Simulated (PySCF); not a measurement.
# Stationary points of CF₂

Method: B3LYP/[C def2-TZVP, F def2-TZVP], no relativity, density fitting, PySCF.

Relaxations began from a few typed shapes. The search is not exhaustive: other isomers or separated fragments can lie lower, and high-lying points may rest on an excited occupation.

| spin | group | bonds | angles | imaginary modes (cm⁻¹) | ΔE (kJ/mol) | ΔE with ZPE (kJ/mol) |
| --- | --- | --- | --- | --- | --- | --- |
| singlet | C2v | C–F 1.304 Å (×2) | F–C–F 104.8° | none | 0.0 | 0.0 |
| singlet | D∞h | C–F 1.525 Å (×2) | F–C–F 180.0° | 903i, 903i, 628i | 488.7 | – |

The lowest minimum found is the singlet C2v: C–F 1.304 Å (×2); F–C–F 104.8°.

Counting electrons, carbon keeps 2 of its valence electrons outside its bonds, so the VSEPR class is AX2E1 and the expected shape is bent (C2v), as computed.
